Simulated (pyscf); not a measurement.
Optimised with ωB97X-D3(BJ)/def2-SVP in PySCF.

Task: H₂N–BH–NH₂ + hydrogen chloride (HCl) -> H₂N–B(NH₂)–Cl + hydrogen (H₂)
Surface: singlet. Broken: B–H, Cl–H. Formed: B–Cl, H–H. Give ΔE‡ and ΔE from ωB97M-D3(BJ)/def2-TZVP, relative to the separated reactants.

Result: ΔE‡ = 141.4 kJ/mol, ΔE = -65.7 kJ/mol. Zero-point energy shifts the barrier by +3.0 kJ/mol. It is a four-centre exchange, with an imaginary mode of 889i cm⁻¹. One saddle was located; it need not be the lowest between these sides.
